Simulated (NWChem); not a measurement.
# CH4Si (SMILES [CH][SiH3]), run twice

Aim: a single-point energy of CH4Si at UMN12-L/x2c-SVPall (DKH3).

The results are computed with NWChem 7.3.0.

1 further run of the same task is left out (set aside as unsound or not needed).

## Step 1: Starting point

The species is CH4Si (6 atoms), meant as a triplet with charge 0. As SMILES, `[CH][SiH3]`. Geometry: relaxed at GFN2-xTB.

Bond lengths: C1–Si2 1.808 Å, C1–H3 1.070 Å, Si2–H4 1.473 Å, Si2–H5 1.473 Å, Si2–H6 1.464 Å. Angles: C1–Si2–H4 110.4°, C1–Si2–H5 110.4°, C1–Si2–H6 109.0°, Si2–C1–H3 147.9°, H4–Si2–H5 108.7°, H4–Si2–H6 109.2°, H5–Si2–H6 109.2°.

## Step 2: Try one

File run.nw:

```
start run
title "CH4Si MN12-L"
memory 2200 mb

geometry noautosym nocenter
  zmatrix
    C
    Si 1 r2
    H 1 r3 2 a3
    H 2 r4 1 a4 3 d4
    H 2 r5 4 a5 1 d5
    H 2 r6 5 a6 4 d6
  variables
    r2 1.808452
    r3 1.070325
    a3 147.93929
    r4 1.472661
    a4 110.39335
    d4 60.28851
    r5 1.472543
    a5 108.70201
    d5 121.21449
    r6 1.464205
    a6 109.19793
    d6 -119.01642
  end
end

basis spherical bse
  * library x2c-SVPall
end

relativistic
  douglas-kroll dk3
end

dft
  xc mn12-l
  mult 3
  grid medium
  direct
  maxiter 5
  noprint "final vectors analysis"
end

task dft energy
```

Started as:

```sh
$ nwchem run.nw > run.out
```

Standard output:

```text
Northwest Computational Chemistry Package (NWChem) 7.3.0
             --------------------------------------------------------

           Job information
           ---------------

    nwchem branch   = 7.3.0
    use scalapack   = T
    input           = run.nw
    prefix          = run.
    data base       = ./run.db
    status          = startup
    nproc           =        1

           Memory information
           ------------------

    heap     =     72089594 doubles =      550.0 Mbytes
    stack    =     72089599 doubles =      550.0 Mbytes
    global   =    144179200 doubles =     1100.0 Mbytes (distinct from heap & stack)
    total    =    288358393 doubles =     2200.0 Mbytes
    verify   = yes
    hardfail = no

           Directory information
           ---------------------

  0 permanent = .
  0 scratch   = .

                                NWChem Input Module
                                -------------------

                                   CH4Si MN12-L
                                   ------------

 Scaling coordinates for geometry "geometry" by  1.889725989
 (inverse scale =  0.529177249)

                             Geometry "geometry" -> ""
                             -------------------------

 Output coordinates in angstroms (scale by  1.889725989 to convert to a.u.)

[... 140 lines left out ...]
          Convergence on energy requested:  1.00D-06
[... 1 line left out ...]
          Convergence on gradient requested:  5.00D-04
[... 21 lines left out ...]
          Convergence Information
[... 2 lines left out ...]
          total energy or number of iterations.
[... 27 lines left out ...]
 1-e energy   =    -552.507341
[... 15 lines left out ...]
   convergence    iter        energy       DeltaE   RMS-Dens  Diis-err    time
[... 7 lines left out ...]
      Calculation failed to converge
[... 2 lines left out ...]
         Total DFT energy =     -330.219217366305
[... 1 line left out ...]
           Coulomb energy =      201.029717386774
[... 1 line left out ...]
 Nuclear repulsion energy =       49.989461046472
[... 28 lines left out ...]
   alpha     51     52
    beta     49     52
 overlap   0.734  0.981

     --------------------------
     Expectation value of S2:
     --------------------------
      <S2> =      2.0159 (Exact =     2.0000)

 center of mass
 --------------
 x =   0.02420865 y =   0.00001412 z =   2.43309249

 moments of inertia (a.u.)
 ------------------
         137.061533570050           0.001222054076           4.333974115555
           0.001222054076         138.198807756152          -0.002486674717
           4.333974115555          -0.002486674717          21.751628731873

     Multipole analysis of the density
     ---------------------------------

     L   x y z        total         alpha         beta         nuclear
     -   - - -        -----         -----         ----         -------
     0   0 0 0     -0.000000    -13.000000    -11.000000     24.000000

     1   1 0 0      0.138303     -0.272954     -0.645851      1.057108
[... 8 lines of this table left out ...]
     2   0 0 2    -15.719006   -121.739265   -117.551326    223.571585

 ------------------------------------------------------------------------
 dft energy failed                                                                                  0
 ------------------------------------------------------------------------
 ------------------------------------------------------------------------
  current input line :
    46: task dft energy
 ------------------------------------------------------------------------
 ------------------------------------------------------------------------
 This type of error is most commonly associated with calculations not reaching convergence criteria
 ------------------------------------------------------------------------

0:dft energy failed:Received an Error in Communication
  Errorcode: -1
```

Wall time 15 s (1 thread of AMD EPYC 7R43 (Zen 3), shared host); peak memory 0.11 GiB.

## Step 3: Diagnosis

The run stopped without converging.

The log says `This type of error is most commonly associated with calculations not reaching convergence criteria`. What is wrong: the iteration cap is too low for convergence. To mend it: iteration cap 150 in place of 5.

## Step 4: Second attempt

File run.nw:

```
start run
title "CH4Si MN12-L"
memory total 2200 mb

geometry noautosym nocenter
   zmatrix
     C
     Si 1 r2
     H 1 r3 2 a3
     H 2 r4 1 a4 3 d4
     H 2 r5 4 a5 1 d5
     H 2 r6 5 a6 4 d6
   variables
     r2 1.808452
     r3 1.070325
     a3 147.93929
     r4 1.472661
     a4 110.39335
     d4 60.28851
     r5 1.472543
     a5 108.70201
     d5 121.21449
     r6 1.464205
     a6 109.19793
     d6 -119.01642
   end
end

basis "ao basis" spherical bse
   * library x2c-SVPall
end

relativistic
   douglas-kroll dk3
end

dft
   xc mn12-l
   mult 3
   grid medium
   direct
   iterations 150
   print low
end

task dft
```

Started as:

```sh
$ nwchem run.nw > run.out
```

Standard output:

```text
[...]
 d= 0,ls=0.0,diis     1   -330.1906547336 -3.80D+02  5.84D-03  3.77D-02     7.6
[...]
 d= 0,ls=0.0,diis     7   -330.2192319800 -5.63D-07  9.78D-06  8.60D-08    25.5
[...]
         Total DFT energy =     -330.219231979950
      One electron energy =     -553.564001509922
           Coulomb energy =      201.038072373944
    Exchange-Corr. energy =      -27.682763890444
 Nuclear repulsion energy =       49.989461046472
[...]
      <S2> =      2.0159 (Exact =     2.0000)
[...]
```

Wall time 26 s (1 thread of AMD EPYC 7R43 (Zen 3), shared host); peak memory 0.11 GiB.

## Step 5: Outcome

At UMN12-L/x2c-SVPall (DKH3):

| quantity | value |
| --- | --- |
| total energy | -330.21923 Eh |
| ⟨S²⟩ | 2.016 |
